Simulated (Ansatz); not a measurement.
# Relaxing TiAl3

All numbers below come from Ansatz, DFT r2SCAN, scalar-relativistic, plane waves, PAW. Cutoff 500 eV, Γ-centred k mesh, Gaussian smearing, no spin polarisation in the final step.

TiAl3 was placed on the sites of a reported Ni3Sb cell (Pmmn, No. 59), with Ti in place of Sb, Al in place of Ni, at a guessed volume.

```
CELL_PARAMETERS angstrom
4.53372 0.00000 0.00000
0.00000 5.63947 0.00000
0.00000 0.00000 4.77089
ATOMIC_POSITIONS crystal
Ti 0.00000 0.00000 0.67000
Ti 0.50000 0.50000 0.33000
Al 0.00000 0.25000 0.16700
Al 0.00000 0.75000 0.16700
Al 0.50000 0.75000 0.83300
Al 0.50000 0.25000 0.83300
Al 0.50000 0.00000 0.33000
Al 0.00000 0.50000 0.67000
```

Steps on the 4×4×4 mesh (8 atoms). 5 of 5 steps are shown, and the free energy counts from the last. Trial steps that were taken back and renewals of the plane-wave basis can be among the rows.

```
step  ΔF (meV/atom) V (Å³/atom) P (GPa) largest force component (eV/Å)
   1          112.9        15.25     3.96                           1.702
   2            8.3        15.69    -0.39                           0.161
   3            0.6        15.60     0.22                           0.151
   4            0.1        15.62     0.03                           0.018
   5            0.0        15.62     0.04                           0.018
```

A final relaxation ran on a 8×8×8 mesh. The relaxed crystal, Pmmn (No. 59):

Space group Pmmn:1 (No. 59). a = 4.525 Å, b = 5.404 Å, c = 5.110 Å, α = 90.00°, β = 90.00°, γ = 90.00°
```
atom site symmetry x y z
  Ti    2a mm2  0.0000  0.0000  0.6278
  Al    4e m..  0.0000  0.2457  0.1504
  Al    2b mm2  0.5000  0.0000  0.3234
```

For TiAl3, the volume per atom is 15.62 Å³. The density is 3.42 g/cm³. The energy over the elements is -0.35 eV/atom and the gap on the 8×8×8 mesh is 0 eV (a metal).

Energies over the elements count from the elements' standard structures at the same level, with no empirical corrections.

The final run used a 8×8×8 mesh on its 8-atom cell and 0.10 eV smearing. For metals, differences of a few meV/atom aren't resolved.

Symmetry constrained the relaxation, so the result can be a saddle point.